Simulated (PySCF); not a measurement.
# A diatomic session: SiN+

The task here is to estimate one member of a computed series from the others.

Method: Si def2-TZVPPD, N def2-TZVPPD, no relativity; program: PySCF 2.14.0.

The first run:

A driver script around PySCF takes these settings:

- atoms: Si, N
- charge: 1
- basis: Si def2-TZVPPD, N def2-TZVPPD
- Hamiltonian: no relativity
- basis functions: 85
- electrons treated: 20
- masses in u: 27.9769, 14.0031
- levels: PBE0, PBE, r²SCAN, B2PLYP, TPSSh, r²SCANh, B3LYP, revPBE, ωB97X-V, HF, MP2, SCS-MP2, CCSD, CCSD(T)
- grid: 80 radial by 434 angular points
- occupations: held fixed by the projection of orbital angular momentum
- dissociation limit: Si+ + N, each in its ground configuration
- starting distance in angstrom: 1.870
- values of 2S to try: 0, 2, 4

The run is started by

```bash
$ OMP_NUM_THREADS=2 python dia.py task.json out
```

Steps of the session up to this table: Set-up; PBE0 along the bond; Excited determinants; PBE (GGA); r²SCAN (meta-GGA); B2PLYP (double hybrid); TPSSh (hybrid meta-GGA); r²SCANh (hybrid meta-GGA); B3LYP (global hybrid GGA); revPBE (GGA); ωB97X-V; UHF; Adding correlation.

One table of the session follows, with a row left open; its other results are not shown here.

It belongs to the step «The curves together». Energy (eV) from each level's lowest point:

| R (Å) | UHF | UHF-MP2 | UHF-SCS-MP2 | UHF-CCSD | UHF-CCSD(T) |
| --- | --- | --- | --- | --- | --- |
| 1.538 | 0.894 | 1.026 | 1.020 | n/a | n/a |
| 1.609 | 0.350 | 0.442 | 0.439 | 0.460 | 0.487 |
| 1.681 | 0.077 | 0.128 | 0.128 | 0.140 | 0.157 |
| 1.734 | 0.000 | 0.022 | 0.023 | 0.029 | 0.038 |
| 1.788 | 0.004 | 0.000 | 0.000 | 0.000 | 0.000 |
| 1.842 | ? | ? | ? | ? | ? |
| 1.913 | 0.220 | 0.174 | 0.169 | 0.146 | 0.126 |
| 2.003 | 0.468 | 0.433 | 0.423 | 0.358 | 0.325 |
| 2.110 | 0.764 | 0.899 | 0.896 | 0.665 | 0.621 |
| 2.253 | 0.985 | 1.535 | 1.560 | n/a | n/a |

Estimate the missing values for R (Å) = 1.842.

Worked estimate for «UHF». A straight line through the neighbours (1.788, 0.004) and (1.913, 0.220) gives 0.004 + (0.220 − 0.004) × (1.842 − 1.788) / (1.913 − 1.788) = 0.097; a parabola fitted to 4 rows on both sides gives 0.077.

**Answer.** UHF: 0.069; UHF-MP2: 0.042; UHF-SCS-MP2: 0.041; UHF-CCSD: 0.033; UHF-CCSD(T): 0.024. In «UHF» the line misses by +0.028 and the parabola by +0.008.
